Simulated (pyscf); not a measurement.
**Insertion: SiH₂ [singlet] + H₂O → HO–SiH₃**

Gas phase, singlet surface, charge 0. Bonds broken: H2–O4. Bonds formed: Si1–H2, Si1–O4. Single points on ωB97X-D3(BJ)/def2-SVP structures (PySCF, gas phase). MP2 and CC: frozen core, UHF for open shells. ΔMP2 is the change of the MP2 total energy from the triple- to the quadruple-zeta basis.

Transition state (Å):

```xyz
6

Si     0.5932     0.8628    -0.2626
H      0.3693    -0.5091    -1.0877
H      1.3579     0.8672     1.0311
O     -0.4664    -0.7217    -0.1374
H     -0.4048     1.9669    -0.0974
H     -0.0802    -1.3749     0.4674
```

One imaginary mode, 1593i cm⁻¹; descent along it reached the two sides named, in the forms told below.

```tsv
bond	change	reactant side (Å)	saddle	product side
H2–O4	breaks	0.967	1.283	2.6
Si1–H2	forms	2.593	1.616	1.495
Si1–O4	forms	2.077	1.910	1.668
```

Electronic energies relative to the separated reactants (eV):

```tsv
level	barrier	reaction energy	reverse barrier
ωB97X-D3(BJ)/def2-TZVP	0.15	-3.49	3.64
PBE/def2-TZVP	-0.19	-3.26	3.07
r²SCAN/def2-TZVP	-0.19	-3.56	3.37
B3LYP-D3(BJ)/def2-TZVP	0.13	-3.33	3.46
PBE0-D3(BJ)/def2-TZVP	0.00	-3.40	3.40
M06-2X/def2-TZVP	0.21	-3.39	3.60
ωB97M-D3(BJ)/def2-TZVP	0.24	-3.28	3.53
HF/def2-TZVP	1.05	-3.35	4.39
MP2/def2-QZVPP	0.14	-3.48	3.63
CCSD/def2-TZVPP	0.50	-3.21	3.72
CCSD(T)/def2-TZVPP	0.34	-3.24	3.57
CCSD(T)/def2-TZVPP + ΔMP2(QZVPP)	0.31	-3.26	3.58
```

With CCSD(T)/def2-TZVPP + ΔMP2(QZVPP) energies and thermal terms (ideal gas, 1 atm, RRHO with modes under 100 cm⁻¹ raised to 100, one conformer, R ln 2 for rigid chiral ones), in eV:

| T (K) | ΔH‡ | ΔG‡ | ΔH | ΔG |
|---|---|---|---|---|
| 298 | 0.28 | 0.69 | -3.19 | -2.76 |
| 600 | 0.27 | 1.11 | -3.19 | -2.32 |
| 900 | 0.29 | 1.53 | -3.16 | -1.90 |
| 1200 | 0.33 | 1.94 | -3.11 | -1.49 |

On the reactant side the descent ends in an adduct with a O–Si contact, 0.86 eV under the separated species and 1.01 eV under the saddle at ωB97X-D3(BJ)/def2-TZVP. At PBE, r²SCAN the saddle lies under the separated reactants, which points to a path from their complex (located at ωB97X-D3(BJ) alone). What is counted as formed (O–Si) is already present as a longer contact in the reactant adduct; forming that adduct is a step of its own. This is the saddle that the search found; another between the same sides may lie lower. The CCSD(T) − MP2 part came from Ansatz, without density fitting, on the same reference.
